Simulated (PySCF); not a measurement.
C3H8OS.
Atom-mapped SMILES: `[CH3:1][CH2:2][S@@:3]([CH3:4])=[O:5]` (hydrogens: H6, H7, H8 on C1; H9, H10 on C2; H11, H12, H13 on C4)

The same species was optimised twice, with GFN2-xTB and with PBE0-D3(BJ)/def2-SVP (PySCF), and the same property calculations (PySCF, gas phase) were run on both structures.

```tsv
coordinate	GFN2-xTB	PBE0-D3(BJ)/def2-SVP	change
S3=O5 (Å)	1.462	1.504	+0.042
S3–C4 (Å)	1.851	1.812	-0.039
C2–S3 (Å)	1.863	1.829	-0.034
C4–H11 (Å)	1.084	1.099	+0.015
C4–H12 (Å)	1.084	1.099	+0.015
C2–H9 (Å)	1.088	1.102	+0.014
C2–H10 (Å)	1.089	1.102	+0.013
C1–H6 (Å)	1.088	1.101	+0.013
C4–H13 (Å)	1.085	1.098	+0.013
C1–H8 (Å)	1.088	1.100	+0.012
C1–H7 (Å)	1.088	1.100	+0.012
C1–C2 (Å)	1.515	1.514	-0.001
C2–S3–C4 (°)	94.8	97.0	+2.2
S3–C4–H11 (°)	108.8	110.9	+2.1
S3–C2–H10 (°)	107.9	106.1	-1.8
S3–C4–H13 (°)	107.6	106.0	-1.6
H9–C2–H10 (°)	110.2	109.2	-1.0
C1–C2–H9 (°)	112.1	113.1	+1.0
S3–C4–H12 (°)	109.4	108.4	-1.0
S3–C2–H9 (°)	106.9	107.8	+0.9
C1–C2–S3–C4 (°)	-172	-170	+2
```

Rotational constants: A = 6654, B = 2976, C = 2339 MHz (GFN2-xTB) against A = 6704, B = 3006, C = 2359 MHz (PBE0-D3(BJ)/def2-SVP). Point groups within 0.08 Å: C1 and C1. Atoms that the bonding makes alike are paired by their places after alignment.

On the GFN2-xTB structure: isotropic polarisability (au) 63.9 [wB97X-D/def2-SVPD]; HOMO (eV) -8.56 [wB97X-D/def2-SVPD]; LUMO (eV) 2.10 [wB97X-D/def2-SVPD]; dipole (D) 3.91 [wB97X-D/def2-SVPD]; HOMO (eV) -6.57 [PBE0/pcSseg-1]; LUMO (eV) 0.83 [PBE0/pcSseg-1]; dipole (D) 3.68 [PBE0/pcSseg-1]; GIAO shielding of C1 (ppm) 176.8 [PBE0/pcSseg-1]; GIAO shielding of C2 (ppm) 128.4 [PBE0/pcSseg-1]; GIAO shielding of S3 (ppm) 188.3 [PBE0/pcSseg-1]; GIAO shielding of C4 (ppm) 140.2 [PBE0/pcSseg-1]; GIAO shielding of O5 (ppm) 293.2 [PBE0/pcSseg-1]; C1s of C1 (eV) 290.85 [delta-SCF UKS SCAN, pcX-2 on the ionised atom, pcseg-1 elsewhere, spin-free X2C]; C1s of C2 (eV) 290.95 [delta-SCF UKS SCAN, pcX-2 on the ionised atom, pcseg-1 elsewhere, spin-free X2C]; S1s of S3 (eV) 2479.81 [delta-SCF UKS SCAN, pcX-2 on the ionised atom, pcseg-1 elsewhere, spin-free X2C]; S2p of S3 (eV) 172.04 [delta-SCF UKS SCAN, pcX-2 on the ionised atom, pcseg-1 elsewhere, spin-free X2C]; C1s of C4 (eV) 290.97 [delta-SCF UKS SCAN, pcX-2 on the ionised atom, pcseg-1 elsewhere, spin-free X2C]; O1s of O5 (eV) 536.43 [delta-SCF UKS SCAN, pcX-2 on the ionised atom, pcseg-1 elsewhere, spin-free X2C].

What do these properties become on the PBE0-D3(BJ)/def2-SVP structure?

```
                                    property                                                                            level  on GFN2-xTB  on PBE0-D3(BJ)/def2-SVP  change
               isotropic polarisability (au)                                                                wB97X-D/def2-SVPD         63.9                     64.2    +0.3
                                   HOMO (eV)                                                                wB97X-D/def2-SVPD        -8.56                    -8.51   +0.05
                                   LUMO (eV)                                                                wB97X-D/def2-SVPD         2.10                     2.08   -0.02
                                  dipole (D)                                                                wB97X-D/def2-SVPD         3.91                     4.19   +0.28
energy, GFN2-xTB geometry as zero (kcal/mol)                                                                wB97X-D/def2-SVPD          0.0                     -2.5    -2.5
                                   HOMO (eV)                                                                    PBE0/pcSseg-1        -6.57                    -6.49   +0.08
                                   LUMO (eV)                                                                    PBE0/pcSseg-1         0.83                     0.97   +0.14
                                  dipole (D)                                                                    PBE0/pcSseg-1         3.68                     3.95   +0.27
energy, GFN2-xTB geometry as zero (kcal/mol)                                                                    PBE0/pcSseg-1          0.0                     -2.3    -2.3
                  GIAO shielding of C1 (ppm)                                                                    PBE0/pcSseg-1        176.8                    174.9    -1.9
                  GIAO shielding of C2 (ppm)                                                                    PBE0/pcSseg-1        128.4                    130.4    +2.0
                  GIAO shielding of S3 (ppm)                                                                    PBE0/pcSseg-1        188.3                    201.5   +13.2
                  GIAO shielding of C4 (ppm)                                                                    PBE0/pcSseg-1        140.2                    141.3    +1.1
                  GIAO shielding of O5 (ppm)                                                                    PBE0/pcSseg-1        293.2                    283.3    -9.9
                              C1s of C1 (eV)  delta-SCF UKS SCAN, pcX-2 on the ionised atom, pcseg-1 elsewhere, spin-free X2C       290.85                   290.96   +0.11
                              C1s of C2 (eV)  delta-SCF UKS SCAN, pcX-2 on the ionised atom, pcseg-1 elsewhere, spin-free X2C       290.95                   291.16   +0.21
                              S1s of S3 (eV)  delta-SCF UKS SCAN, pcX-2 on the ionised atom, pcseg-1 elsewhere, spin-free X2C      2479.81                  2479.80   -0.01
                              S2p of S3 (eV)  delta-SCF UKS SCAN, pcX-2 on the ionised atom, pcseg-1 elsewhere, spin-free X2C       172.04                   172.02   -0.02
                              C1s of C4 (eV)  delta-SCF UKS SCAN, pcX-2 on the ionised atom, pcseg-1 elsewhere, spin-free X2C       290.97                   291.21   +0.24
                              O1s of O5 (eV)  delta-SCF UKS SCAN, pcX-2 on the ionised atom, pcseg-1 elsewhere, spin-free X2C       536.43                   536.27   -0.16
```

The heavy atoms differ by 0.028 Å rms after alignment. Among all bonds S3=O5 changes most (+0.042 Å). Changes are differences of the printed values. Neither structure is proved a minimum here.

Shape of the structure used: `[CH3:1][CH2:2][S@@:3]([CH3:4])=[O:5]`: C1–C2–S3–C4 -170°.

Note: wB97X-D ran without an empirical dispersion term, which enters the total energy and its gradient alone.
